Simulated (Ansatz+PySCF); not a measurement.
doublet CH: levels of theory in one basis

```yaml
atoms:
  - { symbol: C, position_ang: [0.0000, 0.0000, -0.1534] }
  - { symbol: H, position_ang: [0.0000, 0.0000, 0.9204] }
```

Basis set: 6-31G (spherical functions). Frozen core: 1 orbital. Correlation on ROHF uses semicanonical orbitals with singles. Charge 0, multiplicity 2.

Computed with Ansatz (development build ahead of 0.2.0) and PySCF 2.14.0; each method stands on the lowest determinant of its kind that the runs found.

```
                            method  E − E(ROHF) (eV)  <S²> of the determinant
                              ROHF              0.00                        –
                               UHF             -0.12                     1.09
                          ROHF-MP2             -1.22                        –
                           UHF-MP2             -1.19                     1.09
                         ROHF-CCSD             -1.74                        –
                          UHF-CCSD             -1.73                     1.09
                      ROHF-CCSD(T)             -1.76                        –
                       UHF-CCSD(T)             -1.75                     1.09
full CI (lowest root of this spin)             -1.77                        –
```

The restricted and unrestricted rows may stand on different electronic states: another unrestricted solution lies nearer the restricted one.

Caution for UHF, UHF-MP2, UHF-CCSD, UHF-CCSD(T): the unrestricted determinant is spin contaminated.
